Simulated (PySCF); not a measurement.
Atomic charges by several schemes

Compound: C₄H₆N₂.
Structure used (GFN2-xTB), in Å, numbered top down from 1:
```xyz
12
C4H6N2 angstrom
C      2.1579   -0.1507    0.0902
N      0.8131   -0.2086    0.5617
C     -0.1519   -0.1862   -0.2349
C     -1.5578   -0.2479    0.2862
C     -2.2985    0.9084   -0.1535
N     -2.8717    1.8277   -0.5162
H      2.6811   -1.0382    0.4480
H      2.2396   -0.0885   -1.0033
H      2.6348    0.7192    0.5430
H     -0.0459   -0.1148   -1.3279
H     -2.0591   -1.1427   -0.0975
H     -1.5404   -0.2785    1.3782
```

Density: PBE0/pcSseg-1 (PySCF); schemes: Mulliken, IAO, Hirshfeld and ESP-fitted. Isolated species at its GFN2-xTB geometry (one conformer only).

Problem. Give the atomic charges in each scheme.

Solution. In e:

```
atom                   environment  Mulliken     IAO  Hirshfeld  ESP-fitted
  C1               N-methyl carbon    -0.105  -0.306     -0.068      -0.201
  N2                imine nitrogen    -0.398  -0.252     -0.137      -0.462
  C3                  imine carbon    +0.048  +0.035     +0.053      +0.508
  C4  sp3 carbon next to a nitrile    -0.154  -0.315     -0.043      -0.590
  C5                nitrile carbon    +0.037  +0.142     +0.085      +0.497
  N6              nitrile nitrogen    -0.242  -0.244     -0.228      -0.504
  H7               methyl hydrogen    +0.128  +0.163     +0.054      +0.138
  H8               methyl hydrogen    +0.091  +0.115     +0.037      +0.074
  H9               methyl hydrogen    +0.132  +0.166     +0.056      +0.142
 H10      hydrogen on a C=N carbon    +0.099  +0.109     +0.045      -0.005
 H11            methylene hydrogen    +0.183  +0.188     +0.074      +0.202
 H12            methylene hydrogen    +0.181  +0.199     +0.072      +0.201
```

Mean size of the charges over all atoms: ESP-fitted 0.294 e, IAO 0.186 e, Mulliken 0.150 e, Hirshfeld 0.079 e. Each set sums to the total charge, 0, to within 0.001 e. The Hirshfeld scheme weights the molecular density at each point by an atom's share of the summed free-atom densities. The ESP scheme fits charges at the nuclei, held to the total charge, to the electrostatic potential on points at 1.4 to 2.0 times the van der Waals radii.

Lowest charge. The schemes don't all agree: Mulliken N2 (-0.398); IAO C4 (-0.315); Hirshfeld N6 (-0.228); ESP-fitted C4 (-0.590).

Highest charge. The schemes don't all agree: Mulliken H11 (+0.183); IAO H12 (+0.199); Hirshfeld C5 (+0.085); ESP-fitted C3 (+0.508).

Problem. How closely do the schemes follow one another over all atoms?

Solution. Correlation coefficient and root-mean-square difference: Mulliken with IAO 0.89, 0.092 e; Mulliken with Hirshfeld 0.89, 0.102 e; IAO with Hirshfeld 0.84, 0.132 e; Hirshfeld with ESP-fitted 0.84, 0.278 e; IAO with ESP-fitted 0.83, 0.217 e; Mulliken with ESP-fitted 0.77, 0.243 e.

Problem. Sum the charges by element.

Solution. 
```json
{"element": "C", "atoms": "4", "Mulliken": "-0.173", "IAO": "-0.444", "Hirshfeld": "+0.027", "ESP-fitted": "+0.214"}
{"element": "N", "atoms": "2", "Mulliken": "-0.640", "IAO": "-0.496", "Hirshfeld": "-0.366", "ESP-fitted": "-0.966"}
{"element": "H", "atoms": "6", "Mulliken": "+0.814", "IAO": "+0.940", "Hirshfeld": "+0.339", "ESP-fitted": "+0.752"}
```

The run behind these numbers computed NMR shieldings as well. On one thread, Arm Neoverse N1 (aarch64), on a shared host, this took 16 s wall and 0.62 GiB of memory at its peak.
